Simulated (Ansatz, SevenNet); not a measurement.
Sb2Se3 (Pnma, No. 62): equilibrium volume per atom by level of theory

No measured value is used here.

```
level (code)              value (Å³/atom)
------------------------  ---------------
SevenNet-l3i5 (SevenNet)            29.69
LDA (Ansatz)                        25.60
PBE (Ansatz)                            …
PBE-D3(BJ) (Ansatz)                 26.45
PBE-D4 (Ansatz)                     26.41
r²SCAN (Ansatz)                         …
r²SCAN-D4 (Ansatz)                  28.09
r²SCAN+rVV10 (Ansatz)               27.81
```

Question: Some entries are withheld; supply them.

Answer: 
- PBE (Ansatz, a first-principles code), value (Å³/atom): 29.97
- r²SCAN (Ansatz), value (Å³/atom): 29.29

SevenNet-l3i5, LDA, PBE, PBE-D3(BJ), PBE-D4, r²SCAN, r²SCAN-D4, r²SCAN+rVV10: the relaxation could not lower the start's symmetry, so the cell can be a saddle point above a distorted one. Ansatz's density-functional and Hartree–Fock values are scalar-relativistic unless marked +SOC, with PAW data made under PBE.

Machine-learned potentials (SevenNet-l3i5) are trained on DFT data, which may include these solids.
